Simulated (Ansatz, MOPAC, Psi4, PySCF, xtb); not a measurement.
Pair of molecules: C5H10 (SMILES C1CCCC1) (first 15 atoms) with C5H12 (SMILES CC(C)(C)C); geometry from S66by8 set.
(charge 0, multiplicity 1):
```csv
atom,x (Å),y (Å),z (Å)
C,0.7703,-1.0768,-4.0157
H,0.8240,-1.1768,-5.1014
H,1.4618,-1.7989,-3.5837
C,1.0873,0.3702,-3.6037
H,1.8086,0.8354,-4.2729
H,1.5260,0.3851,-2.6063
C,-0.2741,1.1109,-3.6004
H,-0.2877,1.9461,-4.2981
H,-0.4784,1.5223,-2.6124
C,-1.3283,0.0491,-3.9641
H,-1.5031,0.0505,-5.0414
H,-2.2863,0.2233,-3.4762
C,-0.6765,-1.2748,-3.5671
H,-1.1540,-2.1424,-4.0204
H,-0.7156,-1.4000,-2.4832
C,0.0812,0.1582,3.6440
C,-0.0151,0.0061,5.1597
H,0.9774,-0.0094,5.6120
H,-0.5740,0.8340,5.5981
H,-0.5223,-0.9226,5.4250
C,0.7953,1.4651,3.3084
H,0.8768,1.5986,2.2287
H,0.2518,2.3198,3.7139
H,1.8029,1.4757,3.7267
C,-1.3238,0.1780,3.0467
H,-1.2869,0.2952,1.9629
H,-1.9061,1.0054,3.4551
H,-1.8537,-0.7498,3.2681
C,0.8691,-1.0153,3.0667
H,0.3739,-1.9623,3.2870
H,0.9640,-0.9281,1.9836
H,1.8738,-1.0527,3.4905
```

```json
[
 {"level": "GFN-FF", "interaction energy (kJ/mol)": "-1.0", "cost": "-"},
 {"level": "AM1", "interaction energy (kJ/mol)": "0.0", "cost": "-"},
 {"level": "PM3", "interaction energy (kJ/mol)": "-0.1", "cost": "-"},
 {"level": "PM7", "interaction energy (kJ/mol)": "-1.6", "cost": "-"},
 {"level": "GFN1-xTB", "interaction energy (kJ/mol)": "-1.0", "cost": "-"},
 {"level": "GFN2-xTB", "interaction energy (kJ/mol)": "-0.5", "cost": "-"},
 {"level": "HF/STO-3G (no counterpoise)", "interaction energy (kJ/mol)": "0.0", "cost": "-"},
 {"level": "HF/6-31G*", "interaction energy (kJ/mol)": "0.0", "cost": "-"},
 {"level": "r2SCAN/def2-TZVPPD", "interaction energy (kJ/mol)": "0.0", "cost": "×1"},
 {"level": "B3LYP/3-21G (no counterpoise)", "interaction energy (kJ/mol)": "0.0", "cost": "-"},
 {"level": "B3LYP/def2-TZVPPD", "interaction energy (kJ/mol)": "0.2", "cost": "×2"},
 {"level": "B3LYP-D3(BJ)/def2-TZVPPD", "interaction energy (kJ/mol)": "-0.8", "cost": "×2"},
 {"level": "B3LYP-D4/def2-TZVPPD", "interaction energy (kJ/mol)": "-0.7", "cost": "×2"},
 {"level": "PBE0/def2-TZVPPD", "interaction energy (kJ/mol)": "0.0", "cost": "×2"},
 {"level": "PBE0-D3(BJ)/def2-TZVPPD", "interaction energy (kJ/mol)": "-0.9", "cost": "×2"},
 {"level": "M06-2X/6-31G* (no counterpoise)", "interaction energy (kJ/mol)": "0.0", "cost": "-"},
 {"level": "wB97M-V/def2-TZVPPD", "interaction energy (kJ/mol)": "-0.9", "cost": "×3"},
 {"level": "MP2/6-31G*", "interaction energy (kJ/mol)": "-0.6", "cost": "-"},
 {"level": "MP2/6-31G* (no counterpoise)", "interaction energy (kJ/mol)": "-0.6", "cost": "-"},
 {"level": "SAPT0/jun-cc-pV(D+d)Z", "interaction energy (kJ/mol)": "-0.7", "cost": "-"}
]
```

Published value: -0.8 kJ/mol (computed benchmark interaction energy, Řezáč et al., J. Chem. Theory Comput. 7, 2427 (2011), S66x8).

The rows run from -1.6 (PM7) to 0.2 kJ/mol (B3LYP/def2-TZVPPD). The dispersion term adds -0.9 in B3LYP-D3(BJ), -0.8 in B3LYP-D4, -0.8 in PBE0-D3(BJ). The 4 functionals in def2-TZVPPD without D3 or D4 span 1.0, from wB97M-V to B3LYP.

Counterpoise-corrected where a basis set is named; no monomer relaxation. Rows marked so take none.

Cores are frozen in the correlated methods. Rows in 3-21G, 6-31G*, STO-3G carry no dispersion term and start afresh at each structure (6-31G* with six Cartesian d functions). MP2/6-31G* freezes PySCF's default core. The state reached by AM1, PM3, PM7 isn't checked; PM7 holds dispersion and hydrogen-bond terms.

The values were computed with Ansatz (a first-principles code); MOPAC for AM1, PM3, PM7 (differences of heats of formation); Psi4 for SAPT; PySCF for 3-21G rows, 6-31G* rows, STO-3G rows, the dispersion terms; xtb for the GFN methods. Each number belongs to the level named beside it.

Costs are rough ratios of core time to PBE/def2-TZVPPD (about 70 s over the structures, on one shared machine); a dash marks a level with no comparable run of its own.
